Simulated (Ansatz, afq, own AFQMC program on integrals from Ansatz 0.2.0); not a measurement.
HfH, quartet in def2-TZVP, levels against full CI

```yaml
atoms:
  - { symbol: Hf, position_ang: [0.0000, 0.0000, 0.0000] }
  - { symbol: H, position_ang: [0.0000, 0.0000, 2.9970] }
```

Basis def2-TZVP with its core potentials. Noble-gas cores (and the filled d shells of Ga–Kr and In–Xe) are frozen. Integrals, coupled cluster, full CI and functionals: Ansatz 0.2.0; the random walks run on the same integrals in our own AFQMC program. The CISD trial takes its coefficients from CCSD amplitudes. Released means that phaseless walkers are propagated on without the constraint, phases kept. ± is one standard error of the sampling. No spin–orbit coupling. The metal's outer-core s and p shells are frozen, which shifts wave-function levels against functionals.

Determinant: ROHF, the one that the program's search chose, which needn't be the lowest solution. The geometry is a point of a scan.

Full CI on the same integrals is exact in this basis and with this determinant's frozen core.

Cautions: no spin-orbit coupling; outer-core shells of the metal frozen; lower spins were not checked; a spin-contaminated unrestricted determinant lies lower (UHF 556 meV lower, ⟨S²⟩ 3.94); the search met a lower determinant of the same kind, perhaps of another symmetry (183 meV lower), and this one is a saddle point; strong correlation (T1 0.053, weight of the determinant 0.88, largest double 0.10); the CCSD(T) amplitudes may be one of several solutions (largest double 0.10); the CCSDT(Q) amplitudes may be one of several solutions (largest double 0.12); the CCSDTQ amplitudes may be one of several solutions (largest double 0.19); the released energies have errors that jump between times, so the bars are unsure, so no released level is given (meV from the phaseless value at times in 1/Eh: -10 ± 3 at 0.60, -12.6 ± 1.6 at 1.20, -31 ± 16 at 2.00, -20.6 ± 1.3 at 3.00, -193 ± 163 at 4.20); CCSDTQ on the UHF determinant differs (68 meV lower), by its state or its frozen core.

```
T1 diagnostic                               : 0.0525
weight of the determinant in the CISD state : 0.877
size of the correlated space                : 5 electrons in 42 orbitals
```

```csv
level,correlation energy (eV)
MP2,-1.4903
CCSD,-1.9982
CCSD(T),-2.0793
```

Q: Estimate where phaseless AFQMC with a CISD trial lies against CCSD(T) on the same integrals.

A: 0.2 ± 0.4 kJ/mol above CCSD(T). The gap is under twice the noise, so this walk alone can't tell the two apart.

Reference: full CI, correlation energy -2.126 eV.

| level | E − E(reference) (kJ/mol) | share of correlation (%) |
| --- | --- | --- |
| CCSD(T) | 4.5 | 97.80 |
| CCSDT | 0.7 | 99.68 |
| CCSDT(Q) | 0.2 | 99.88 |
| CCSDTQ | 0.0 | 99.99 |
| ph-AFQMC/HF | 32.1 ± 0.9 | 84.38 |
| ph-AFQMC/CISD | 4.7 ± 0.4 | 97.70 |

CCSDT and higher add their correlation energy to the determinant of the CCSD(T) run, since their own runs factorise the integrals more tightly (a shift of under 2 meV).
